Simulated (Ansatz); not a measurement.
# CH6Si: taking an electron away

An exercise on one series of results from a longer session: the logs are not shown, and one member is left open.

The runs use Ansatz 0.2.0, Gaussian basis; unrestricted cation, the program's frozen cores in correlated methods.

Plan: UKS PBE-D4/def2-TZVPP; UKS r2SCAN-D4/def2-TZVPP; UKS PBE0-D4/def2-TZVPP; UKS B3LYP-D4/def2-TZVPP; UKS wB97X-V/def2-TZVPP; UKS wB97M-V/def2-TZVPP; UKS B2PLYP/def2-TZVPP; UHF-CCSD(T)/def2-TZVPP; UHF-CCSD(T)/def2-QZVPP; extrapolation to the limit; then −ε(HOMO) from the neutral's earlier runs with LDA (SPW92), PBE-D4, revPBE-D4, BLYP-D4, r2SCAN-D4, B97M-V, PBE0-D4, B3LYP-D4, r2SCANh-D4, r2SCAN0-D4, HSE06-D4, BHLYP-D4, CAM-B3LYP-D4, LC-ωPBE, ωB97X-V, ωB97M-V.

## Structure used throughout

The geometry comes from an earlier relaxation with PBE0-D4 in a triple-zeta def2 set; it is a stationary point, not always the lowest conformer.

SMILES `C[SiH3]`, 8 atoms, charge 0, spin multiplicity 1.

Atoms are counted from 1 here; the program's logs count them from 0.

Bond lengths: C1–Si2 1.871 Å, C1–H3 1.092 Å, C1–H4 1.092 Å, C1–H5 1.092 Å, Si2–H6 1.488 Å, Si2–H7 1.488 Å, Si2–H8 1.488 Å. Angles: Si2–C1–H3 110.8°, Si2–C1–H4 110.8°, Si2–C1–H5 110.8°, H3–C1–H4 108.1°, H3–C1–H5 108.1°, H4–C1–H5 108.1°, C1–Si2–H6 110.7°, C1–Si2–H7 110.7°, C1–Si2–H8 110.7°, H6–Si2–H7 108.2°, H6–Si2–H8 108.2°, H7–Si2–H8 108.2°.

The first run:

Contents of in.yaml:

```yaml
crystal:
  periodic: [false, false, false]
  atoms:
    - {symbol: C, position_ang: [-0.169989, 0.232649, -0.947362]}
    - {symbol: Si, position_ang: [0.173933, -0.221708, 0.834524]}
    - {symbol: H, position_ang: [-1.229034, 0.105715, -1.182287]}
    - {symbol: H, position_ang: [0.406739, -0.398799, -1.626717]}
    - {symbol: H, position_ang: [0.098484, 1.273513, -1.140750]}
    - {symbol: H, position_ang: [-0.614764, 0.638065, 1.758206]}
    - {symbol: H, position_ang: [1.616791, -0.045602, 1.153256]}
    - {symbol: H, position_ang: [-0.190161, -1.640832, 1.095229]}
basis:
  gaussian: {orbitals: def2-TZVPP}
total_charge: 1
magnetization: {spin_polarized: true, initial_magnetization: 1}
hamiltonian: {xc: pbe, dispersion: d4}
```

The run is started by

```bash
> ansatz run in.yaml --threads 2 --pin off --events-out ev --progress --plain --max-ram 32768MiB --backend cpu
```

Among the steps run: Cation, UKS PBE-D4/def2-TZVPP; Cation, UKS r2SCAN-D4/def2-TZVPP; Cation, UKS PBE0-D4/def2-TZVPP; Cation, UKS B3LYP-D4/def2-TZVPP; Cation, UKS wB97X-V/def2-TZVPP; Cation, UKS wB97M-V/def2-TZVPP; Cation, UKS B2PLYP (frozen core)/def2-TZVPP; Cation, UHF-CCSD(T)/def2-TZVPP; Cation, UHF-CCSD(T)/def2-QZVPP.

One of the session's tables, all rows but one given; the rest of the session is left out.

For comparison, −ε(HOMO) of the neutral from earlier runs:

```
  functional  −ε(HOMO) (eV)
 LDA (SPW92)           7.99
      PBE-D4           7.91
   revPBE-D4           7.87
     BLYP-D4           7.78
   r2SCAN-D4           8.21
      B97M-V           8.33
     PBE0-D4           9.23
    B3LYP-D4           9.00
  r2SCANh-D4           8.69
  r2SCAN0-D4           9.42
    HSE06-D4           8.82
    BHLYP-D4          10.46
CAM-B3LYP-D4          10.63
     LC-ωPBE          12.04
     ωB97X-V          11.66
     ωB97M-V              ?
```

**Question.** Estimate the row for ωB97M-V.

As computed: −ε(HOMO) (eV): 11.49. In the column «−ε(HOMO) (eV)» it lies between CAM-B3LYP-D4 (10.63) and ωB97X-V (11.66).
